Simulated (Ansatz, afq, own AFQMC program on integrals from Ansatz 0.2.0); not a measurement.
Integrals from Ansatz 0.2.0, then the random walk in our own AFQMC program (afq).

```yaml
crystal:
  periodic: [false, false, false]
  atoms:
    - {symbol: Ge, position_ang: [0.000000, 0.002903, 0.588900]}
    - {symbol: Al, position_ang: [0.000000, -0.064309, -1.467331]}
    - {symbol: H, position_ang: [0.000000, 1.185269, -0.353099]}
    - {symbol: H, position_ang: [0.000000, 0.326995, -2.808669]}
basis:
  gaussian: {orbitals: cc-pVDZ}
magnetization: {spin_polarized: true, initial_magnetization: 1}
correlation: {method: ccsd_t, electrons: outside_noble_gas, hamiltonian_folder: ham}
```

```sh
$ ansatz run in.yaml --threads 1 --pin off --events-out ev --progress --plain --max-ram 1382MiB
```

afq runs on the folder ham with

```
--method free --trial cisd --walkers 60 --time-step 0.03 --max-blocks 80 --target-error 0.00036 --factor-cut 1e-05 --seed 2136 --times 0,0.3,0.6,1.2,1.8,2.4,3.6,4.8,6 --taylor-order 8
```

Times are imaginary, in 1/Eh. The walk had a cap of 1011 s. Filled inner d shells are frozen with the cores.

Output of the walk:

```
orbitals 36  electrons 5 4  factors 293 of 595
reference energy -2318.30652674 Eh
CCSD correlation -0.16413286 Eh in 11 cycles, weight of the determinant in the CISD state 0.8830
repeat  energy at the last time / Eh  error
    10  -2318.475848  0.001319
    20  -2318.476780  0.001010
    30  -2318.476775  0.000938
    40  -2318.477155  0.000785
    50  -2318.476853  0.000711
    60  -2318.476661  0.000592
    70  -2318.476882  0.000562
    80  -2318.476976  0.000531
time / (1/Eh)  energy / Eh  error  mean overlap
  0.00  -2318.470659  0.000079  1.1326
  0.30  -2318.473479  0.000130  1.1319
  0.60  -2318.475188  0.000149  1.1211
  1.20  -2318.476302  0.000161  1.1367
  1.80  -2318.476700  0.000184  1.1407
  2.40  -2318.477061  0.000209  1.1409
  3.60  -2318.477355  0.000345  1.1484
  4.80  -2318.477175  0.000430  1.1942
  6.00  -2318.476976  0.000531  1.2018
energy -2318.476976 +/- 0.000531 Eh
```

The run passed its tests (error under three times the target), which doesn't prove that it has relaxed.

Against this walk (error 14.5 meV) on the same determinant: CCSD(T) 25.1 meV higher (within the noise), CCSDT(Q) 13.7 meV lower (within the noise). The error is statistical, and a free projection of finite length keeps a remainder of its start.

Cautions: remainder of the start not in the error; error above the target (14.5 against 9.8 meV); no relativity below Rb; no spin-orbit coupling; inner d shell frozen.

The walk took 4.9 min on 1 thread of Intel(R) Xeon(R) Platinum 8259CL CPU @ 2.50GHz (Skylake/Cascade Lake), with other jobs on the host. The log's last line is the free-projection energy.

CCSDT and higher add their correlation energy to the determinant of the CCSD(T) run, since their own runs factorise the integrals more tightly (a shift of under 2 meV). A walk keeps the symmetry of its determinant, which the program's search chose and which needn't be the lowest solution, so a lower state of the same spin and another symmetry isn't excluded.
